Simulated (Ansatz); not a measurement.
Start from BAs in the zinc blende structure (space group F-43m, No. 216).

```yaml
crystal:
  lattice:
    - [0.00000, 2.40467, 2.40467]
    - [2.40467, 0.00000, 2.40467]
    - [2.40467, 2.40467, 0.00000]
  atoms:
    - { symbol: As, position: [0.75000, 0.75000, 0.75000] }
    - { symbol: B, position: [0.00000, 0.00000, 0.00000] }
```

All numbers come from PBE (Ansatz, a program for electronic structure, PAW, without spin-orbit coupling).

One thing is altered: full substitution As → P; the structure is relaxed again.

Measured lattice parameter a: BAs 4.777 Å (room temperature; as listed in M J Lucero, T M Henderson, G E Scuseria, Journal of Physics Condensed Matter (2012)); BP 4.525 Å (static lattice; corrected from measurement; as listed in Daniel Mejia-Rodriguez, S. B. Trickey, Phys. Rev. B (2018)).

Task: How well does PBE reproduce the measured shift?

Result: With PBE the lattice parameter a moves by -0.261 Å (4.809 → 4.548) against -0.252 Å measured. The two measured values stand on different bases (one corrected, one not), which blurs small differences.

No phonon test of stability was made.
